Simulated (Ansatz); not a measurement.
# C2H2B−: one structure at several levels

How do the functionals fare away from a minimum? The structure is a structure displaced at random from a GFN2-xTB minimum.

Method: single points in def2-TZVPPD; program: Ansatz 0.2.0, Gaussian basis.

Cores are frozen in the correlated methods. B3LYP uses VWN-RPA correlation.

### 1 Where the work starts

SMILES `B=C=[CH-]`, 5 atoms, charge -1, spin multiplicity 1.

Atoms are counted from 1 here; the program's logs count them from 0.

Bond lengths: B1–C2 1.423 Å, B1–H4 1.278 Å, C2–C3 1.181 Å, C3–H5 1.136 Å. Angles: C2–B1–H4 165.9°, B1–C2–C3 173.8°, C2–C3–H5 121.2°.

Coordinates:

| atom | x (Å) | y (Å) | z (Å) |
| --- | --- | --- | --- |
| B1 | -1.1136 | 0.3745 | 0.2613 |
| C2 | 0.1578 | 0.0080 | -0.2628 |
| C3 | 1.2394 | -0.3424 | -0.5810 |
| H4 | -2.3293 | 0.7310 | 0.4294 |
| H5 | 2.0359 | -0.5709 | 0.1960 |

### 2 CCSD(T)/def2-TZVPPD

The input, run/in.yaml:

```yaml
crystal:
  periodic: [false, false, false]
  atoms:
    - {symbol: B, position_ang: [-1.113600, 0.374500, 0.261300]}
    - {symbol: C, position_ang: [0.157800, 0.008000, -0.262800]}
    - {symbol: C, position_ang: [1.239400, -0.342400, -0.581000]}
    - {symbol: H, position_ang: [-2.329300, 0.731000, 0.429400]}
    - {symbol: H, position_ang: [2.035900, -0.570900, 0.196000]}
basis:
  gaussian: {orbitals: "def2-TZVPPD.json"}
total_charge: -1
correlation: {method: ccsd_t}
output: {forces: true}
```

The basis file named in the input lies beside it (Basis Set Exchange, JSON).

The command line of these runs was not kept.

### 3 PBE0-D4/def2-TZVPPD

Changes to run/in.yaml since step 2:

```diff
@@ -11,3 +11,3 @@
 total_charge: -1
-correlation: {method: ccsd_t}
-output: {forces: true}
+hamiltonian: {xc: pbe0, dispersion: d4}
+output: {forces: true, orbitals: {seedname: orbitals}}
```

### 4 wB97M-V/def2-TZVPPD

Changes to run/in.yaml since step 3:

```diff
@@ -11,3 +11,3 @@
 total_charge: -1
-hamiltonian: {xc: pbe0, dispersion: d4}
-output: {forces: true, orbitals: {seedname: orbitals}}
+hamiltonian: {xc: {name: wB97M-V}}
+output: {forces: true}
```

### 5 r2SCAN-D4/def2-TZVPPD

Changes to run/in.yaml since step 4:

```diff
@@ -11,3 +11,3 @@
 total_charge: -1
-hamiltonian: {xc: {name: wB97M-V}}
+hamiltonian: {xc: r2scan, dispersion: d4}
 output: {forces: true}
```

### 6 PBE-D4/def2-TZVPPD

Changes to run/in.yaml since step 5:

```diff
@@ -11,3 +11,3 @@
 total_charge: -1
-hamiltonian: {xc: r2scan, dispersion: d4}
+hamiltonian: {xc: pbe, dispersion: d4}
 output: {forces: true}
```

### 7 r2SCAN0-D4/def2-TZVPPD

Changes to run/in.yaml since step 6:

```diff
@@ -11,3 +11,3 @@
 total_charge: -1
-hamiltonian: {xc: pbe, dispersion: d4}
+hamiltonian: {xc: {name: r2SCAN0}, dispersion: d4}
 output: {forces: true}
```

### 8 B3LYP-D4/def2-TZVPPD

Changes to run/in.yaml since step 7:

```diff
@@ -11,3 +11,3 @@
 total_charge: -1
-hamiltonian: {xc: {name: r2SCAN0}, dispersion: d4}
+hamiltonian: {xc: {name: B3LYP}, dispersion: d4}
 output: {forces: true}
```

(Steps that only read results are left out.)

Q: Predict the outcome of this session. Wanted: RMS force component; RMS force error; HOMO and LUMO, PBE0-D4; T1 diagnostic.

As calculated:

```
              quantity                                                                                               value
   RMS force component                                                                4.042 to 4.442 eV/Å over the methods
       RMS force error  PBE0-D4 0.367, wB97M-V 0.393, r2SCAN-D4 0.334, PBE-D4 0.242, r2SCAN0-D4 0.442, B3LYP-D4 0.400 eV/Å
HOMO and LUMO, PBE0-D4                                                                                    1.25 and 3.41 eV
         T1 diagnostic                                                                                               0.021
```

What this shows: The forces of PBE-D4 come nearest to CCSD(T), those of r2SCAN0-D4 are farthest. Frozen-core CCSD(T) forces in triple zeta carry basis errors of their own, and this is one geometry, so small gaps rank nothing. The restricted Hartree–Fock reference is unstable towards an unrestricted one at one or more of these structures.
